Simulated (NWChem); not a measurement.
Molecule: isobutene (C₄H₈); SMILES C=C(C)C

Results from NWChem. Pople sets run with spherical d functions. Coordinates come from a PBE0/def2-SVP optimisation. Computed dipoles belong to the equilibrium geometry; the measured one is vibrationally averaged.

Measured dipole moment: 0.50 D (NIST CCCBDB, as tabulated in the package chemicals).

```tsv
level	dipole moment (D)	computed − measured
B3LYP/STO-3G	0.43	-0.07
B3LYP/3-21G	0.52	+0.02
B3LYP/6-31G*	0.51	+0.01
B3LYP/6-31+G*	0.58	+0.08
B3LYP/def2-SVP	0.58	+0.08
B3LYP/def2-SVPD	0.56	+0.06
B3LYP/def2-TZVP	0.56	+0.06
B3LYP/6-311++G**	0.58	+0.08
```
